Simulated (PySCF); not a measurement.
Identify the unknown among the candidates.

All candidates are CH3BO.

- Polarisability: 28.4 au [CAM-B3LYP/def2-SVPD]
- Rotational structure: rotational constants A, B, C: 157.244, 7.952, 7.952 GHz [PBE0-D3(BJ)/def2-SVP]
- XPS: B1s 197.6, C1s 291.9, O1s 537.9 eV [ΔSCF SCAN, pcX-2 on the ionised atom, pcseg-1 elsewhere, spin-free X2C]
- 13C NMR: chemical shifts (computed TMS as zero) by class: -15.3 (1 C) ppm [GIAO PBE0/pcSseg-1]
- Dipole: 3.82 D [CAM-B3LYP/def2-SVPD]
- UV, first state: lowest singlet excitation: 8.35 eV (148 nm, f = 0.000) [TDDFT CAM-B3LYP/def2-SVPD]
- Triplet: lowest triplet excitation (Tamm–Dancoff): 7.29 eV [TDA CAM-B3LYP/def2-SVPD]

Electronic properties: PySCF, gas phase, density fitting. Levels stand in brackets. Isolated species at its PBE0-D3(BJ)/def2-SVP geometry, gas phase. NMR classes are plain means over equivalent atoms (diastereotopic ones count apart unless rotation or inversion swaps them), as if these changed places fast.

Problem. Which candidate is it?
A. `[H]B([H])([H])<-[C-]#[O+]`
B. `C=BO`
C. `CB=O`

Solution. C. It is `CB=O` (CH3BO). Numbering: `[CH3:1][B:2]=[O:3]`. The one carbon: sp3 carbon bound to boron [C1] (-15.3 ppm). The core levels belong to: B1s 197.6 eV, boron bonded to C and O [B2]; C1s 291.9 eV, sp3 carbon bound to boron [C1]; O1s 537.9 eV, oxygen bonded to B [O3]. The optimised geometry has point group C3v and is a prolate symmetric top.

The others, at the same levels:
- `C=BO` (CH2BOH) fails: its computed 13C shifts are 8.2 (1 C) ppm and rotational constant A is 206.526 GHz (against 157.244 GHz).
- `[H]B([H])([H])<-[C-]#[O+]` fails: its computed core binding energies are B1s 195.1, C1s 295.8, O1s 541.7 eV, rotational constant A is 119.742 GHz (against 157.244 GHz) and smallest rotational constant is 8.764 GHz (against 7.952 GHz).
